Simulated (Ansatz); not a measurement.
`CNC(O)(O)F`. Total charge 0; spin multiplicity 1.

```xyz
12

C     0.0823    1.5941    0.1080
N    -0.4085    0.3084    0.5672
C     0.1282   -0.8208   -0.0787
O    -0.2473   -0.8961   -1.4053
O    -0.2421   -1.9190    0.6572
F     1.5113   -0.7978   -0.1514
H    -0.4903    2.3825    0.5974
H    -0.0785    1.6791   -0.9670
H     1.1482    1.7521    0.3064
H    -0.3268    0.1926    1.5677
H    -1.2037   -0.7837   -1.4179
H     0.1273   -2.6915    0.2166
```

Q: List the harmonic frequencies (cm⁻¹, unscaled) at PBE0-D4/def2-TZVP in Ansatz. (Estimate.)

A: Computed: 108, 176, 248, 283, 342, 452, 483, 564, 583, 641, 743, 848, 966, 1092, 1134, 1160, 1195, 1263, 1323, 1416, 1468, 1483, 1499, 1533, 3034, 3115, 3150, 3594, 3851, 3853.

Q: Is this a minimum?

A: Yes, all 30 modes are real.

Q: Give the ideal-gas thermochemistry at 298.15 K and 1 bar (rigid rotor, harmonic oscillator; point group C1, symmetry number 1).

A: Zero-point energy 248.8 kJ/mol; H(298) − E = 269.1 kJ/mol; entropy 334.1 J/(mol·K), of which translation 165.7, rotation 110.3, vibration 58.1; G(298) − E = 169.5 kJ/mol.

Q: Rotational constants (cm⁻¹)?

A: 0.1746, 0.09904, 0.09696.
